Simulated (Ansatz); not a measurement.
Reaction (SMILES): C(F)=C + 3 [H][H] (H2) → 2 C (CH4) + F (HF)
B3LYP-D3(BJ)/def2-TZVP geometries, fixed; electronic energies without zero-point terms.

Basis-set convergence of the energy of full hydrogenation at CCSD(T) with Ansatz (a program for electronic structure). Cartesian d functions, on some or all atoms, in 6-31G*, 6-31+G*; all else is spherical. Cores are frozen. No added dispersion term, no relativity. Functions are those of the species that has most. Reference: Hartree-Fock in cc-pVQZ plus the correlation part extrapolated as X^-3 from cc-pVTZ and cc-pVQZ, -80.60 kcal/mol, itself unsure by roughly 0.17 kcal/mol (a third of the extrapolation step and of the last Hartree-Fock step). Deviations are taken from unrounded values.

```
basis        functions  energy of full hydrogenation (kcal/mol)
-----------  ---------  ---------------------------------------
6-31G*              51                                   -65.83
6-31+G*             63                                   -69.94
cc-pVDZ             57                                   -78.10
aug-cc-pVDZ         96                                   -82.66
def2-SVP            57                                   -79.37
def2-SVPD           87                                   -84.31
pcseg-1             57                                   -79.93
aug-pcseg-1         96                                   -82.02
6-311G**            72                                   -78.02
6-311+G**           84                                   -80.14
def2-TZVP          111                                   -76.22
def2-TZVPD         141                                   -76.91
cc-pVTZ            132                                   -79.56
aug-cc-pVTZ        207                                   -80.71
pcseg-2            132                                   -80.74
aug-pcseg-2        207                                   -80.13
def2-TZVPP         135                                   -80.18
def2-TZVPPD        165                                   -80.69
def2-QZVPP         261                                   -80.51
def2-QZVPPD        291                                   -80.62
```

What the diffuse functions change, pair by pair:
- 6-31G* to 6-31+G*: 12 more functions, deviation 14.77 to 10.66 kcal/mol
- cc-pVDZ to aug-cc-pVDZ: 39 more functions, deviation 2.50 to -2.06 kcal/mol
- def2-SVP to def2-SVPD: 30 more functions, deviation 1.23 to -3.72 kcal/mol
- pcseg-1 to aug-pcseg-1: 39 more functions, deviation 0.66 to -1.42 kcal/mol
- 6-311G** to 6-311+G**: 12 more functions, deviation 2.58 to 0.46 kcal/mol
- def2-TZVP to def2-TZVPD: 30 more functions, deviation 4.38 to 3.69 kcal/mol
- cc-pVTZ to aug-cc-pVTZ: 75 more functions, deviation 1.04 to -0.11 kcal/mol
- pcseg-2 to aug-pcseg-2: 75 more functions, deviation -0.15 to 0.47 kcal/mol
- def2-TZVPP to def2-TZVPPD: 30 more functions, deviation 0.42 to -0.09 kcal/mol
- def2-QZVPP to def2-QZVPPD: 30 more functions, deviation 0.09 to -0.02 kcal/mol

They bring the value nearer the reference by more than 0.17 kcal/mol in 6 of 10 pairs.
